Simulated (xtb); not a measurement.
xtb single point, GFN2-xTB, vacuum, on pyrrole, C4H5N (SMILES c1cc[nH]c1), charge 0, multiplicity 1.

```
xtb m.xyz --gfn 2 --chrg 0 --uhf 0 --norestart --sp

10

C      0.771976     1.062601     0.000208
C     -0.636204     1.117910     0.000079
C     -1.090893    -0.171314     0.000674
N     -0.014252    -0.999805     0.000533
C      1.124026    -0.258402     0.000684
H      1.441705     1.899552     0.000088
H     -1.238109     2.005007    -0.000128
H     -2.091889    -0.555675     0.001250
H     -0.054645    -2.005007    -0.001250
H      2.091889    -0.720008     0.001062
```

The program's output:

```

          ...................................................
          :                      SETUP                      :
          :.................................................:
          :  # basis functions                  25          :
          :  # atomic orbitals                  25          :
          :  # shells                           15          :
          :  # electrons                        26          :
          :  max. iterations                   250          :
          :  Hamiltonian                  GFN2-xTB          :
          :  restarted?                      false          :
          :  GBSA solvation                  false          :
          :  PC potential                    false          :
          :  electronic temp.          300.0000000     K    :
          :  accuracy                    1.0000000          :
          :  -> integral cutoff          0.2500000E+02      :
          :  -> integral neglect         0.1000000E-07      :
          :  -> SCF convergence          0.1000000E-05 Eh   :
          :  -> wf. convergence          0.1000000E-03 e    :
          :  Broyden damping             0.4000000          :
          :  net charge                          0          :
          :  unpaired electrons                  0          :
          ...................................................

 iter      E             dE          RMSdq      gap      omega  full diag
   1    -14.2083479 -0.142083E+02  0.371E+00    5.65       0.0  T
   2    -14.2589195 -0.505716E-01  0.277E+00    4.99       1.0  T
   3    -14.2648534 -0.593386E-02  0.159E+00    5.08       1.0  T
   4    -14.2634485  0.140494E-02  0.627E-01    5.06       1.0  T
   5    -14.2656337 -0.218523E-02  0.930E-02    5.06       1.0  T
   6    -14.2656467 -0.130207E-04  0.335E-02    5.06       1.0  T
   7    -14.2656471 -0.343612E-06  0.885E-03    5.07       3.6  T
   8    -14.2656474 -0.327860E-06  0.356E-03    5.06       8.9  T
   9    -14.2656474 -0.503376E-07  0.549E-04    5.07      57.6  T
  10    -14.2656474 -0.141993E-08  0.256E-04    5.07     123.3  T

   *** convergence criteria satisfied after 10 iterations ***

         #    Occupation            Energy/Eh            Energy/eV
      -------------------------------------------------------------
         1        2.0000           -0.6599582             -17.9584
       ...           ...                  ...                  ...
         7        2.0000           -0.5037452             -13.7076
         8        2.0000           -0.4727456             -12.8641
         9        2.0000           -0.4683789             -12.7452
        10        2.0000           -0.4420210             -12.0280
        11        2.0000           -0.4370259             -11.8921
        12        2.0000           -0.3848698             -10.4728
        13        2.0000           -0.3640498              -9.9063 (HOMO)
        14                         -0.1779069              -4.8411 (LUMO)
        15                         -0.1322272              -3.5981
        16                          0.0415917               1.1318
        17                          0.1457796               3.9669
        18                          0.1519544               4.1349
       ...                                ...                  ...
        25                          0.7137238              19.4214
      -------------------------------------------------------------
                  HL-Gap            0.1861430 Eh            5.0652 eV
             Fermi-level           -0.2709784 Eh           -7.3737 eV


         :::::::::::::::::::::::::::::::::::::::::::::::::::::
         ::                     SUMMARY                     ::
         :::::::::::::::::::::::::::::::::::::::::::::::::::::
         :: total energy             -14.017147602739 Eh    ::
         :: gradient norm              0.000290530962 Eh/a0 ::
         :: HOMO-LUMO gap              5.065207697865 eV    ::
         ::.................................................::
         :: SCC energy               -14.265645518434 Eh    ::
         :: -> isotropic ES            0.004361420222 Eh    ::
         :: -> anisotropic ES          0.004329136575 Eh    ::
         :: -> anisotropic XC          0.009075574067 Eh    ::
         :: -> dispersion             -0.005609487247 Eh    ::
         :: repulsion energy           0.248497915695 Eh    ::
         :: add. restraining           0.000000000000 Eh    ::
         :: total charge              -0.000000000000 e     ::
         :::::::::::::::::::::::::::::::::::::::::::::::::::::

           -------------------------------------------------
          |                Property Printout                |
           -------------------------------------------------

    * Orbital Energies and Occupations

         #    Occupation            Energy/Eh            Energy/eV
      -------------------------------------------------------------
[... lines cut ...]
        17                          0.1457796               3.9669
        18                          0.1519544               4.1349
        19                          0.2181153               5.9352
        20                          0.2307970               6.2803
        21                          0.2833296               7.7098
        22                          0.3013803               8.2010
        23                          0.4629881              12.5985
        24                          0.6051797              16.4678
        25                          0.7137238              19.4214
      -------------------------------------------------------------
                  HL-Gap            0.1861430 Eh            5.0652 eV
             Fermi-level           -0.2709784 Eh           -7.3737 eV

     #   Z          covCN         q      C6AA      α(0)
     1   6 C        3.063    -0.065    29.558     8.915
     2   6 C        3.063    -0.065    29.557     8.915
     3   6 C        3.044    -0.016    28.370     8.736
     4   7 N        2.822    -0.077    22.730     7.081
     5   6 C        3.044    -0.016    28.369     8.736
     6   1 H        0.926     0.022     2.702     2.570
     7   1 H        0.926     0.022     2.702     2.570
     8   1 H        0.926     0.022     2.696     2.568
     9   1 H        0.860     0.151     1.397     1.851
    10   1 H        0.926     0.022     2.696     2.568

 Mol. C6AA /au·bohr⁶  :       1157.330244
 Mol. C8AA /au·bohr⁸  :      27223.152882
 Mol. α(0) /au        :         54.510971

Wiberg/Mayer (AO) data.
largest (>0.10) Wiberg bond orders for each atom

 ---------------------------------------------------------------------------
     #   Z sym  total        # sym  WBO       # sym  WBO       # sym  WBO
 ---------------------------------------------------------------------------
     1   6 C    3.981 --     5 C    1.559     2 C    1.329     6 H    0.976
     2   6 C    3.981 --     3 C    1.559     1 C    1.329     7 H    0.976
     3   6 C    3.943 --     2 C    1.559     4 N    1.231     8 H    0.972
                             5 C    0.142
     4   7 N    3.585 --     5 C    1.231     3 C    1.231     9 H    0.951
     5   6 C    3.943 --     1 C    1.559     4 N    1.231    10 H    0.972
                             3 C    0.142
     6   1 H    1.000 --     1 C    0.976
     7   1 H    1.000 --     2 C    0.976
     8   1 H    0.999 --     3 C    0.972
     9   1 H    0.977 --     4 N    0.951
    10   1 H    0.999 --     5 C    0.972
 ---------------------------------------------------------------------------


molecular dipole:
                 x           y           z       tot (Debye)
 q only:       -0.023      -0.572      -0.000
   full:       -0.033      -0.825      -0.001       2.099
molecular quadrupole (traceless):
                xx          xy          yy          xz          yz          zz
 q only:       -0.385       0.043       1.689       0.000       0.002      -1.304
  q+dip:        0.202       0.097       4.063      -0.000       0.004      -4.265
   full:       -0.152       0.075       3.152      -0.000       0.004      -3.000

           -------------------------------------------------
          | TOTAL ENERGY              -14.017147602739 Eh   |
          | GRADIENT NORM               0.000290530962 Eh/α |
          | HOMO-LUMO GAP               5.065207697865 eV   |
           -------------------------------------------------
```

The total energy is -381.43 eV.
